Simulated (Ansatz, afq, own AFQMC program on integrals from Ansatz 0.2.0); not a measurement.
# Where AFQMC and coupled cluster stand for CH$_{4}$, triplet

```xyz
5

H    -1.9700    0.0000    0.0000
H    -1.0580    0.0000    0.0000
C     0.1580    0.0000    0.0000
H     0.5725    0.0000    0.9962
H     0.5725    0.0000   -0.9962
```

Basis cc-pVTZ. Noble-gas cores (and the filled d shells of Ga–Kr and In–Xe) are frozen. Ansatz 0.2.0 and our own AFQMC program on the same integrals; the CISD trial comes from CCSD amplitudes, and released means the phaseless constraint is let go. Uncertainties: one standard error, sampling alone.

Determinant: UHF, the one that the program's search chose, which needn't be the lowest solution. The geometry is a point of a scan.

No full CI on the walks' own integrals is used here; CCSDT(Q) serves as the reference and is uncertain by about the last step of the cluster series.

Cautions: lower spins were not checked.

* T1 diagnostic: 0.0140
* weight of the determinant in the CISD state: 0.925
* ⟨S²⟩ of the determinant: 2.039
* size of the correlated space: 8 electrons in 85 orbitals

```tsv
level	correlation energy (eV)
MP2	-4.5165
CCSD	-5.2001
CCSD(T)	-5.3453
```

Q: Estimate where AFQMC with the constraint released lies against CCSD(T) on the same integrals.

A: 0.79 ± 0.09 mEh below CCSD(T).

Reference: CCSDT(Q), correlation energy -5.366 eV. The released energy is read at 2.40 1/Eh (meV from the phaseless value at times in 1/Eh: 1 ± 3 at 0.24, -1.4 ± 1.8 at 0.51, -3 ± 3 at 0.99, -3.9 ± 2.1 at 1.62, -4.1 ± 2.3 at 2.40).

| level | E − E(reference) (mEh) | share of correlation (%) |
| --- | --- | --- |
| CCSD(T) | 0.77 | 99.61 |
| CCSDT | 0.15 | 99.92 |
| ph-AFQMC/CISD | 0.13 ± 0.11 | 99.94 |
| released AFQMC | -0.02 ± 0.09 | 100.01 |

A walk keeps the symmetry of its determinant, which the program's search chose and which needn't be the lowest solution, so a lower state of the same spin and another symmetry isn't excluded. Released energies are given only where the last usable release times agree within the noise; a slower fall can still hide under it.
